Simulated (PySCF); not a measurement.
Species: methyl propyl sulfide, C4H10S.
SMILES with atom numbers: `[CH3:1][CH2:2][CH2:3][S:4][CH3:5]` (hydrogens: H6, H7, H8 on C1; H9, H10 on C2; H11, H12 on C3; H13, H14, H15 on C5)

The same species was optimised twice, with GFN2-xTB and with PBE0-D3(BJ)/def2-SVP (PySCF), and the same property calculations (PySCF, gas phase) were run on both structures.

| coordinate | GFN2-xTB | PBE0-D3(BJ)/def2-SVP | change |
| --- | --- | --- | --- |
| C5–H13 (Å) | 1.086 | 1.101 | +0.015 |
| C1–H6 (Å) | 1.088 | 1.102 | +0.014 |
| C5–H15 (Å) | 1.085 | 1.099 | +0.014 |
| C5–H14 (Å) | 1.086 | 1.100 | +0.014 |
| C1–H8 (Å) | 1.088 | 1.102 | +0.014 |
| C3–H12 (Å) | 1.091 | 1.104 | +0.013 |
| C1–H7 (Å) | 1.087 | 1.100 | +0.013 |
| C3–H11 (Å) | 1.090 | 1.103 | +0.013 |
| S4–C5 (Å) | 1.815 | 1.804 | -0.011 |
| C3–S4 (Å) | 1.823 | 1.812 | -0.011 |
| C2–H10 (Å) | 1.092 | 1.103 | +0.011 |
| C2–H9 (Å) | 1.092 | 1.103 | +0.011 |
| C1–C2 (Å) | 1.524 | 1.521 | -0.003 |
| C2–C3 (Å) | 1.520 | 1.521 | +0.001 |
| H11–C3–H12 (°) | 108.9 | 106.4 | -2.5 |
| S4–C5–H14 (°) | 110.2 | 112.4 | +2.2 |
| C2–C3–S4 (°) | 113.1 | 115.2 | +2.1 |
| H9–C2–H10 (°) | 107.9 | 106.0 | -1.9 |
| S4–C5–H13 (°) | 109.4 | 111.3 | +1.9 |
| H13–C5–H15 (°) | 110.1 | 108.5 | -1.6 |
| H14–C5–H15 (°) | 109.8 | 108.2 | -1.6 |
| C1–C2–C3 (°) | 111.1 | 112.5 | +1.4 |
| C1–C2–C3–S4 (°) | -177 | -177 | 0 |
| C2–C3–S4–C5 (°) | -72 | -71 | +1 |

Rotational constants: A = 8832, B = 1863, C = 1683 MHz (GFN2-xTB) against A = 8846, B = 1846, C = 1667 MHz (PBE0-D3(BJ)/def2-SVP). Point groups within 0.08 Å: C1 and C1.

On the GFN2-xTB structure: lowest singlet, TDDFT (eV) 5.27 [B3LYP/def2-SVPD]; lowest triplet, Tamm–Dancoff (eV) 4.91 [B3LYP/def2-SVPD]; isotropic polarisability (au) 73.2 [B3LYP/def2-SVPD]; HOMO (eV) -6.01 [B3LYP/def2-SVPD]; LUMO (eV) 0.37 [B3LYP/def2-SVPD]; dipole (D) 1.76 [B3LYP/def2-SVPD]; HOMO (eV) -6.22 [PBE0/pcSseg-1]; LUMO (eV) 1.22 [PBE0/pcSseg-1]; dipole (D) 1.78 [PBE0/pcSseg-1]; GIAO shielding of C1 (ppm) 170.5 [PBE0/pcSseg-1]; GIAO shielding of C2 (ppm) 159.0 [PBE0/pcSseg-1]; GIAO shielding of C3 (ppm) 144.1 [PBE0/pcSseg-1]; GIAO shielding of S4 (ppm) 540.1 [PBE0/pcSseg-1]; GIAO shielding of C5 (ppm) 166.9 [PBE0/pcSseg-1]; C1s of C1 (eV) 290.57 [delta-SCF UKS SCAN, pcX-2 on the ionised atom, pcseg-1 elsewhere, spin-free X2C]; C1s of C2 (eV) 290.58 [delta-SCF UKS SCAN, pcX-2 on the ionised atom, pcseg-1 elsewhere, spin-free X2C]; C1s of C3 (eV) 290.97 [delta-SCF UKS SCAN, pcX-2 on the ionised atom, pcseg-1 elsewhere, spin-free X2C]; S1s of S4 (eV) 2476.58 [delta-SCF UKS SCAN, pcX-2 on the ionised atom, pcseg-1 elsewhere, spin-free X2C]; S2p of S4 (eV) 169.22 [delta-SCF UKS SCAN, pcX-2 on the ionised atom, pcseg-1 elsewhere, spin-free X2C]; C1s of C5 (eV) 291.07 [delta-SCF UKS SCAN, pcX-2 on the ionised atom, pcseg-1 elsewhere, spin-free X2C].

Problem. What do these properties become on the PBE0-D3(BJ)/def2-SVP structure?

Solution. 
```json
{"property": "lowest singlet, TDDFT (eV)", "level": "B3LYP/def2-SVPD", "on GFN2-xTB": "5.27", "on PBE0-D3(BJ)/def2-SVP": "5.31", "change": "+0.04"}
{"property": "lowest triplet, Tamm–Dancoff (eV)", "level": "B3LYP/def2-SVPD", "on GFN2-xTB": "4.91", "on PBE0-D3(BJ)/def2-SVP": "4.96", "change": "+0.05"}
{"property": "isotropic polarisability (au)", "level": "B3LYP/def2-SVPD", "on GFN2-xTB": "73.2", "on PBE0-D3(BJ)/def2-SVP": "74.0", "change": "+0.8"}
{"property": "HOMO (eV)", "level": "B3LYP/def2-SVPD", "on GFN2-xTB": "-6.01", "on PBE0-D3(BJ)/def2-SVP": "-6.05", "change": "-0.04"}
{"property": "LUMO (eV)", "level": "B3LYP/def2-SVPD", "on GFN2-xTB": "0.37", "on PBE0-D3(BJ)/def2-SVP": "0.36", "change": "-0.01"}
{"property": "dipole (D)", "level": "B3LYP/def2-SVPD", "on GFN2-xTB": "1.76", "on PBE0-D3(BJ)/def2-SVP": "1.71", "change": "-0.05"}
{"property": "energy, GFN2-xTB geometry as zero (kcal/mol)", "level": "B3LYP/def2-SVPD", "on GFN2-xTB": "0.0", "on PBE0-D3(BJ)/def2-SVP": "-0.8", "change": "-0.8"}
{"property": "HOMO (eV)", "level": "PBE0/pcSseg-1", "on GFN2-xTB": "-6.22", "on PBE0-D3(BJ)/def2-SVP": "-6.27", "change": "-0.05"}
{"property": "LUMO (eV)", "level": "PBE0/pcSseg-1", "on GFN2-xTB": "1.22", "on PBE0-D3(BJ)/def2-SVP": "1.21", "change": "-0.01"}
{"property": "dipole (D)", "level": "PBE0/pcSseg-1", "on GFN2-xTB": "1.78", "on PBE0-D3(BJ)/def2-SVP": "1.73", "change": "-0.05"}
{"property": "energy, GFN2-xTB geometry as zero (kcal/mol)", "level": "PBE0/pcSseg-1", "on GFN2-xTB": "0.0", "on PBE0-D3(BJ)/def2-SVP": "-0.6", "change": "-0.6"}
{"property": "GIAO shielding of C1 (ppm)", "level": "PBE0/pcSseg-1", "on GFN2-xTB": "170.5", "on PBE0-D3(BJ)/def2-SVP": "168.7", "change": "-1.8"}
{"property": "GIAO shielding of C2 (ppm)", "level": "PBE0/pcSseg-1", "on GFN2-xTB": "159.0", "on PBE0-D3(BJ)/def2-SVP": "158.7", "change": "-0.3"}
{"property": "GIAO shielding of C3 (ppm)", "level": "PBE0/pcSseg-1", "on GFN2-xTB": "144.1", "on PBE0-D3(BJ)/def2-SVP": "144.1", "change": "0.0"}
{"property": "GIAO shielding of S4 (ppm)", "level": "PBE0/pcSseg-1", "on GFN2-xTB": "540.1", "on PBE0-D3(BJ)/def2-SVP": "547.5", "change": "+7.4"}
{"property": "GIAO shielding of C5 (ppm)", "level": "PBE0/pcSseg-1", "on GFN2-xTB": "166.9", "on PBE0-D3(BJ)/def2-SVP": "165.7", "change": "-1.2"}
{"property": "C1s of C1 (eV)", "level": "delta-SCF UKS SCAN, pcX-2 on the ionised atom, pcseg-1 elsewhere, spin-free X2C", "on GFN2-xTB": "290.57", "on PBE0-D3(BJ)/def2-SVP": "290.68", "change": "+0.11"}
{"property": "C1s of C2 (eV)", "level": "delta-SCF UKS SCAN, pcX-2 on the ionised atom, pcseg-1 elsewhere, spin-free X2C", "on GFN2-xTB": "290.58", "on PBE0-D3(BJ)/def2-SVP": "290.65", "change": "+0.07"}
{"property": "C1s of C3 (eV)", "level": "delta-SCF UKS SCAN, pcX-2 on the ionised atom, pcseg-1 elsewhere, spin-free X2C", "on GFN2-xTB": "290.97", "on PBE0-D3(BJ)/def2-SVP": "291.02", "change": "+0.05"}
{"property": "S1s of S4 (eV)", "level": "delta-SCF UKS SCAN, pcX-2 on the ionised atom, pcseg-1 elsewhere, spin-free X2C", "on GFN2-xTB": "2476.58", "on PBE0-D3(BJ)/def2-SVP": "2476.68", "change": "+0.10"}
{"property": "S2p of S4 (eV)", "level": "delta-SCF UKS SCAN, pcX-2 on the ionised atom, pcseg-1 elsewhere, spin-free X2C", "on GFN2-xTB": "169.22", "on PBE0-D3(BJ)/def2-SVP": "169.30", "change": "+0.08"}
{"property": "C1s of C5 (eV)", "level": "delta-SCF UKS SCAN, pcX-2 on the ionised atom, pcseg-1 elsewhere, spin-free X2C", "on GFN2-xTB": "291.07", "on PBE0-D3(BJ)/def2-SVP": "291.14", "change": "+0.07"}
```

The heavy atoms differ by 0.016 Å rms after alignment. Among all bonds C1–H6, C1–H8, C5–H13, C5–H14 and C5–H15 change most and about equally (+0.014 to +0.015 Å). Changes are differences of the printed values. Neither structure is proved a minimum here.

The values belong to the conformer `[CH3:1][CH2:2][CH2:3][S:4][CH3:5]`: C1–C2–C3–S4 -177°, C2–C3–S4–C5 -71°.
